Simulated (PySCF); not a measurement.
Molecule: `O=C(Cl)C1CC1`, C4H5ClO.

Geometry:
| atom | x (Å) | y (Å) | z (Å) |
| --- | --- | --- | --- |
| O1 | 2.240 | -0.476 | 0.163 |
| C2 | 1.599 | 0.280 | -0.483 |
| Cl3 | 2.279 | 0.949 | -2.020 |
| C4 | 0.244 | 0.771 | -0.170 |
| C5 | -0.181 | 2.185 | -0.495 |
| C6 | -0.769 | 1.058 | -1.255 |
| H7 | -0.118 | 0.331 | 0.763 |
| H8 | 0.555 | 2.812 | -1.003 |
| H9 | -0.781 | 2.690 | 0.265 |
| H10 | -1.795 | 0.748 | -1.044 |
| H11 | -0.438 | 0.911 | -2.285 |

Geometry PBE0-D3(BJ)/def2-SVP throughout; GIAO in PySCF, gas phase, one conformer, non-relativistic; equivalent atoms averaged; functional PBE0.

For orientation, cc-pVDZ gives these shifts δ (against H2O, TMS, HCl at the same level): O1 540.8, C2 175.6, C4 24.8, C5/C6 12.3, Cl3 328.8, H8/H11 1.23, H7 1.47, H9/H10 0.85 ppm.

A run gave: O1 644.3, C2 194.9, C4 26.1, C5/C6 14.3, Cl3 355.2, H8/H11 1.67, H7 1.48, H9/H10 1.44 ppm (shifts δ (against H2O, TMS, HCl at the same level)).

Which basis set was used in that run?
A. pcSseg-0
B. cc-pVTZ
C. IGLO-III
D. aug-cc-pVDZ

Answers

A. O1 tells them apart best: pcSseg-0 gives 644.3, cc-pVTZ gives 559.7, aug-cc-pVDZ gives 520.3, IGLO-III gives 562.2 ppm.
